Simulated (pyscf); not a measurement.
F–In(F)–F + H₂S -> HF + F–In(F)–SH (four-centre exchange; singlet surface; F–In, H–S broken, F–H, In–S formed). PySCF, gas phase, ωB97X-D3(BJ)/def2-SVP geometries. Energies in kcal/mol from the separated reactants.

| level | barrier | reaction energy |
|---|---|---|
| PBE/def2-TZVP | -15.2 | -11.7 |
| r²SCAN/def2-TZVP | -16.4 | -11.7 |
| B3LYP-D3(BJ)/def2-TZVP | -12.9 | -12.2 |
| M06-2X/def2-TZVP | -14.1 | -13.3 |
| ωB97M-D3(BJ)/def2-TZVP | -11.2 | -11.4 |
| HF/def2-TZVP | 1.7 | -10.4 |

On the reactant side the descent ends in an adduct with a In–S contact, 24.4 kcal/mol under the separated species and 8.2 kcal/mol under the saddle at ωB97X-D3(BJ)/def2-TZVP. On the product side the descent ends in an adduct with a F–In contact, 10.8 kcal/mol under the separated species and 9.4 kcal/mol under the saddle at ωB97X-D3(BJ)/def2-TZVP. At PBE, r²SCAN, B3LYP-D3(BJ), M06-2X, ωB97M-D3(BJ) the saddle lies under the separated reactants, which points to a path from their complex (located at ωB97X-D3(BJ) alone). At PBE, r²SCAN, B3LYP-D3(BJ), M06-2X the saddle lies under the separated products, which points to a path from their complex (located at ωB97X-D3(BJ) alone). What is counted as formed (In–S) is already present as a longer contact in the reactant adduct; forming that adduct is a step of its own. What is counted as broken (F–In) persists as a longer contact in the product adduct; parting that adduct is a step of its own. At ωB97X-D3(BJ) the barrier from the zero used here is -16.3 kcal/mol. One saddle was located; it need not be the lowest between these sides. Elements past Kr carry the def2 core potentials, without spin-orbit coupling.
